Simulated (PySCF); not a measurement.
Reaction (SMILES): Cl[C]Cl (closed-shell singlet) + 3 [H][H] (H2) → C (CH4) + 2 Cl (HCl)
B3LYP-D3(BJ)/def2-TZVP geometries, fixed; electronic energies without zero-point terms.
Largest species:
```
C
H 1 1.0892
H 1 1.0892 2 109.47
H 1 1.0892 2 109.47 3 120.00
H 1 1.0892 2 109.47 3 -120.00
```
Charge 0, spin multiplicity 1.

How fast the energy of full hydrogenation converges with the basis for several methods (PySCF): deviation from each method's own reference, in kcal/mol. References: HF -138.45 kcal/mol, the value in def2-QZVPPD; M06-2X -129.39 kcal/mol, the value in def2-QZVPPD; PBE -124.77 kcal/mol, the value in def2-QZVPPD. All functions are spherical. Density fitting with generated auxiliary sets. No added dispersion term, no relativity. 

| basis | functions | HF | M06-2X | PBE |
|---|---|---|---|---|
| pcseg-1 | 50 | -8.93 | -3.10 | (withheld) |
| 6-311G** | 70 | -6.51 | -4.85 | (withheld) |
| def2-SVPD | 74 | -12.31 | -7.65 | (withheld) |
| 6-311++G(2d,2p) | 97 | -3.05 | -1.51 | (withheld) |
| pcseg-2 | 98 | -1.26 | -0.19 | (withheld) |
| cc-pV(T+d)Z | 108 | -0.49 | 0.08 | (withheld) |
| aug-cc-pV(T+d)Z | 156 | -0.33 | -0.01 | (withheld) |
| def2-QZVP | 197 | -0.07 | -0.01 | (withheld) |

Task: Complete the blanks.

Result: 
- pcseg-1, PBE: -4.60
- 6-311G**, PBE: -5.45
- def2-SVPD, PBE: -10.30
- 6-311++G(2d,2p), PBE: -1.85
- pcseg-2, PBE: -0.81
- cc-pV(T+d)Z, PBE: -0.12
- aug-cc-pV(T+d)Z, PBE: -0.38
- def2-QZVP, PBE: 0.01

Mean absolute deviation over 6-311G**, 6-311++G(2d,2p), pcseg-2, cc-pV(T+d)Z, aug-cc-pV(T+d)Z: M06-2X 1.33, PBE 1.72, HF 2.33 kcal/mol.
